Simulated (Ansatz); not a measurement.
# How far a parabola holds: energy against volume of bcc Mo

bcc Mo, treated with BLYP in Ansatz (plane waves, PAW). Run with plane-wave cutoff 520 eV, 24×24×24 k mesh, Fermi–Dirac smearing 0.05 eV, no spin polarisation, scalar-relativistic PAW data made under PBE. The cell has no free parameter but its volume, all volumes share cutoff and mesh, and the runs aren't spin-polarised. Energies are free energies at the run's smearing, counted from the lowest row; static lattice.

```
V (Å³/atom)  E (meV/atom)
-----------  ------------
15.753              20.55
16.081               4.94
16.409               0.00
16.737               4.65
17.065              17.91
17.394                  ?
```

Fit E of the 5 rows that show it with a parabola. With u = V - 16.4, the rows have u = -0.6470, -0.3190, 0.0090, 0.3370, 0.6650. Least squares gives E = 0.010 - 2.503·u + 44.703·u². Residuals (row less fit): 0.207, -0.417, 0.009, 0.407, -0.204; standard error 0.461 (degrees of freedom: 2). The fitted curve has its minimum at V = 16.4, where E = -0.03. Its curvature is d²E/dV² = 2 × 44.703 meV/Å⁶, so B = V0·d²E/dV² × 0.1602 = 235 GPa.

Task: Estimate the missing E (V = 17.394); what did the run itself give?

Result: u = 0.9940, so E = 0.010 - 2.503 × 0.9940 + 44.703 × 0.9940² = 41.690 meV/atom. The calculation gives 38.89 meV/atom, 2.800 meV/atom below the prediction (7.2 % of the range of E in the table). The row lies outside the fitted rows, so this is an extrapolation. From the scatter of the fitted rows alone, a prediction at this place has a standard error of 1.092 meV/atom, so the miss is 2.6 times that.

The residuals are curvature that a parabola lacks, not noise. A solid that stiffens under compression and softens on expansion lies above the parabola at the compressed end and under it at the expanded end, as this row does. A third-order Birch-Murnaghan fit to the whole scan has B0 = 234 GPa. Only scans are tabulated whose curvature falls smoothly with volume, and where the parabola meets the shown rows within 5 % of their range and misses the end by 0.1 meV or more.

Measured, for comparison: bulk modulus 265 GPa (zero-point energy and finite temperature contributions removed, sources range from 265 to 278; as tabulated in doi:10.1021/acs.jctc.3c00612). Computed less measured: bulk modulus -12 % (-12 % to -16 % over the range).

Ansatz is a first-principles code.
